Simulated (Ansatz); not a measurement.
Born–Oppenheimer molecular dynamics of CH6BN (9 atoms, charge 0, multiplicity 1). It starts at the highest image of a converged band. Of that band: The profile has 2 maxima (images 2, 5) with wells between them (image 3): this band takes more than one step, which may be the mechanism or a detour left from its start path. Neighbouring images differ by up to 3.1 eV, so the band resolves the path poorly. A vibrational analysis at the climbing image gives one clearly imaginary mode, 219i cm⁻¹: a first-order saddle point.

Theory: RKS B3LYP-D4/6-31G* in Ansatz 0.2.0.

```yaml
ensemble: NVE (velocity Verlet)
time_step: 0.5 fs
steps_asked: 200
starting_velocities_drawn_for: 300 K
seed: 3958
```

First frame:

```xyz
9
Properties=species:S:1:pos:R:3
B 0.389 0.209 -0.776
N 0.819 0.024 0.927
H 0.347 0.710 1.535
H 0.595 -0.913 1.296
H 1.822 0.165 1.018
C -1.188 -0.028 -0.651
H -1.482 -0.920 -0.065
H -1.631 0.846 -0.133
H -1.682 -0.094 -1.626
```

Problem. How far do the bonds stretch over the last three quarters of this one trajectory? (Pairs bonded in most of those frames.)

Solution. 
```csv
bond,mean (Å),spread (Å),shortest,longest
B1–N2,1.785,0.052,1.71,1.85
B1–C6,1.591,0.029,1.54,1.65
N2–H3,1.041,0.012,1.02,1.07
N2–H4,1.026,0.007,1.01,1.04
N2–H5,1.020,0.005,1.01,1.03
C6–H7,1.110,0.020,1.08,1.14
C6–H8,1.112,0.040,1.05,1.17
C6–H9,1.097,0.020,1.06,1.13
```

Mean temperature of the second half: 200 K. The conserved energy stayed within 0.21 meV per atom of its start (net change 0.12 meV per atom), so the integration is sound. A run of 0.1 ps of so small a system gives no equilibrium averages. The orbitals stay closed-shell, which can raise the energy where a bond breaks towards radicals; this wasn't checked here.

The run took 6.1 min on 1 thread of AMD EPYC 7R43 64-Core Processor (Zen 3) (shared host), peak memory 0.12 GiB.
